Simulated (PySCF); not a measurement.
# Telling isomers of C₃H₅NO apart by NMR

PySCF 2.14 calculation with geometry: PBE0-D3(BJ)/def2-SVP, couplings computed with B3LYP/pcJ-1 (spin–dipole term left out of most H,H and C,H couplings) and σ from GIAO-PBE0/pcSseg-1; one averaged value for each set of equivalent atoms, relativity neglected, gas phase, single conformer.

Scale: TMS for ¹H (σ = 31.27 ppm), ¹³C (σ = 184.41 ppm) (reference shieldings calculated alike). Multiplet labels drop J under 1 Hz and among equivalent protons, and merge close values. Unscaled 3J(H,H) run several per cent high. Vicinal couplings that depend on rotamer populations or ring flexing (ring, CH–CH, X–H and H–F types) are those of the one conformer. Shifts are as computed. Against solution values, carbons near 30 ppm lie about +2 ppm off and those near 130 ppm about +5 ppm. Of 1211 compounds with measured shifts, 218 miss one by over three times the rms of a fit or turn the order of signals round; such compounds aren't used in these exercises. OH and NH positions are gas-phase values without hydrogen bonding to other molecules.

(1) Tabulate the signals of `[H]/N=C\[C@H]1CO1`, `C/N=C/C=O` and their relative energies.

(2) What is the quickest way to tell [H]/N=C\[C@H]1CO1 from C/N=C/C=O?

Answers

(1) 
| SMILES | carbon types | δC | δH | E rel. (kcal/mol) |
| --- | --- | --- | --- | --- |
| [H]/N=C\[C@H]1CO1 | 2×CH 1×CH2 | 181.1, 53.4, 45.0 | 10.74 (br s, 1H), 7.25 (d, 1H), 2.76 (dd, 1H), 2.55 (dd, 1H), 2.46 (ddd, 1H) | 18.5 |
| C/N=C/C=O | 2×CH 1×CH3 | 198.1, 168.3, 52.2 | 9.44 (d, 1H), 7.49 (dq, 1H), 3.84 (d, 3H) | 0.0 |

Energies are electronic energies at PBE0/pcSseg-1 on these geometries, without zero-point or thermal terms, each for the one conformer computed, which needn't be the lowest.

(2) Both give the same number of carbon signals, but DEPT or the intensities differ. The first has an epoxide ring carbon (CH) at 53.4 ppm, the second a methyl carbon bonded to N (CH3) at 52.2 ppm. Their most deshielded carbons lie at 181.1 and 198.1 ppm. In the proton spectra the most deshielded non-exchanging signals are 7.25 (d, J = 7.9 Hz, 1H) and 9.44 (d, J = 8.4 Hz, 1H).
